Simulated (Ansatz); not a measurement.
```yaml
crystal:
  periodic: [false, false, false]
  atoms:
    - {symbol: N, position_ang: [-0.606403, -0.114935, -0.001745]}
    - {symbol: N, position_ang: [0.606403, 0.114935, 0.001745]}
    - {symbol: H, position_ang: [-1.127801, 0.779703, -0.002365]}
    - {symbol: H, position_ang: [1.127801, -0.779703, 0.002365]}
basis:
  gaussian: {orbitals: def2-TZVP}
hamiltonian: {xc: pbe0}
relax: {f_tol: 0.004, max_steps: 80}
```

```sh
$ ansatz run in.yaml --threads 1 --pin off --events-out ev --progress --plain --max-ram 2176MiB
```

Steps of the relaxation (energy above the last step; positions in Å, forces in eV/Å):

```
4
step 1, 19.7 meV
N    -0.606   -0.115   -0.002    0.434   -0.543    0.001
N     0.606    0.115    0.002   -0.434    0.543   -0.001
H    -1.128    0.780   -0.002    0.390    0.066    0.001
H     1.128   -0.780    0.002   -0.390   -0.066   -0.001
```

```
4
step 2, 1.9 meV
N    -0.601   -0.125   -0.002   -0.114   -0.227   -0.001
N     0.601    0.125    0.002    0.114    0.227    0.001
H    -1.111    0.774   -0.002    0.111    0.032    0.000
H     1.111   -0.774    0.002   -0.111   -0.032    0.000
```

```
4
step 3, 0.1 meV
N    -0.601   -0.130   -0.002   -0.090   -0.036    0.000
N     0.601    0.130    0.002    0.090    0.036    0.000
H    -1.104    0.772   -0.002    0.008    0.003    0.000
H     1.104   -0.772    0.002   -0.008   -0.003    0.000
```

```
4
step 5, 0.0 meV
N    -0.601   -0.131   -0.002    0.000    0.000    0.000
N     0.601    0.131    0.002    0.000    0.000    0.000
H    -1.104    0.772   -0.002    0.000    0.000    0.000
H     1.104   -0.772    0.002    0.000    0.000    0.000
```

Close pairs at the end: N1–H3 1.033 Å, N2–H4 1.033 Å, N1–N2 1.230 Å.

A stationary point of restricted PBE0 after 5 steps (its stability towards spin polarisation wasn't tested); no frequencies were run, so it isn't proven a minimum. 2.4 s on 1 thread of Intel Xeon 6975P-C, shared host.
